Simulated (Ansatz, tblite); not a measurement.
**The cluster Si₂H+: rung by rung**

Aim: run the singlet of the cluster Si₂H+ at one geometry on many levels, and compare frontier levels, spin and run time.

Method: as each input shows; program: Ansatz 0.2.0, Gaussian basis.

The runs, in order: GFN1-xTB, GFN2-xTB, PBE-D4/def2-TZVP, r2SCAN-D4/def2-TZVP, B2PLYP/def2-TZVP, HF/def2-TZVP, r2SCANh-D4/def2-TZVP, ωB97X-V/def2-TZVP, B3LYP-D4/def2-TZVP, PBE-D4/def2-SVP, PBE0-D4/def2-SVP, HF/6-31G, B3LYP-D4/6-31G, CCSD(T)/def2-TZVPP, MP2/def2-TZVP.

1 further run of the same task is left out (it didn't finish). Runs told in other sessions of the task aren't counted.

## Step 1: The relaxed structure

The singlet was relaxed beforehand with PBE0-D4/def2-TZVP. At that level it is the lowest of the isomers that a small search found.

3 atoms, charge 1, spin multiplicity 1.

Bond lengths: Si1–Si2 2.272 Å, Si1–H3 1.490 Å. Angles: Si2–Si1–H3 180.0°.

The ion is computed in the gas phase, without counter-ions or solvent.

PBE0-D4/def2-TZVP was run before; its log isn't repeated, and its numbers join the tables.

## Step 2: GFN1-xTB

Tight binding, by tblite at 300 K electronic temperature and without a spin-polarisation term:

```python
tblite.interface.Calculator('GFN1-xTB', numbers, positions, charge=1, uhf=0).singlepoint()
```

Energy -97.8269 eV, HOMO -14.20 eV, LUMO -12.59 eV; 0.003 s.

## Step 3: GFN2-xTB

Tight binding, by tblite at 300 K electronic temperature and without a spin-polarisation term:

```python
tblite.interface.Calculator('GFN2-xTB', numbers, positions, charge=1, uhf=0).singlepoint()
```

Energy -94.3249 eV, HOMO -13.61 eV, LUMO -12.17 eV; 0.002 s.

## Step 4: PBE-D4/def2-TZVP

start.molden holds the orbitals of an earlier run on this state, given as this run's starting guess.

File in.yaml:

```yaml
crystal:
  periodic: [false, false, false]
  atoms:
    - {symbol: Si, position_ang: [0.234994, 0.008778, -0.112119]}
    - {symbol: Si, position_ang: [-1.814274, -0.064264, 0.866339]}
    - {symbol: H, position_ang: [1.579280, 0.055486, -0.754220]}
basis:
  gaussian: {orbitals: def2-TZVP, initial_orbitals: start.molden}
total_charge: 1
hamiltonian: {xc: pbe, dispersion: d4}
scf: {omitted_lower_state_checks: [starts]}
output: {forces: true, orbitals: {seedname: orbitals}}
```

The run is started by

```sh
$ ansatz run in.yaml --threads 4 --pin off --events-out ev --progress --plain --max-ram 3916MiB
```

The runs that follow: r2SCAN-D4/def2-TZVP; B2PLYP/def2-TZVP; HF/def2-TZVP; r2SCANh-D4/def2-TZVP; ωB97X-V/def2-TZVP; B3LYP-D4/def2-TZVP; PBE-D4/def2-SVP; PBE0-D4/def2-SVP; HF/6-31G; B3LYP-D4/6-31G; CCSD(T)/def2-TZVPP; MP2/def2-TZVP.

**Question.** What will the summary of the whole plan be? Wanted: gap in def2-TZVP, named functionals and Hartree-Fock, smallest and largest; correlation energy, CCSD(T)/def2-TZVPP; correlation energy, MP2/def2-TZVP; PBE0 total energy, smallest basis above largest.

The runs gave:

| quantity | value |
| --- | --- |
| gap in def2-TZVP, named functionals and Hartree-Fock, smallest and largest | 0.54 eV (r2SCANh-D4), 6.51 eV (HF) |
| correlation energy, CCSD(T)/def2-TZVPP | -6.01 eV |
| correlation energy, MP2/def2-TZVP | -4.54 eV |
| PBE0 total energy, smallest basis above largest | 5.42 eV (def2-SVP, def2-TZVP) |

Orbital gaps of the named functionals and Hartree-Fock in def2-TZVP span 0.54 eV (r2SCANh-D4) to 6.51 eV (HF). PBE-D4, r2SCAN-D4 leave an empty level below a filled one, so this occupation isn't an aufbau state there; left out of the range. Notes on CCSD(T)/def2-TZVPP: large T1 diagnostic.
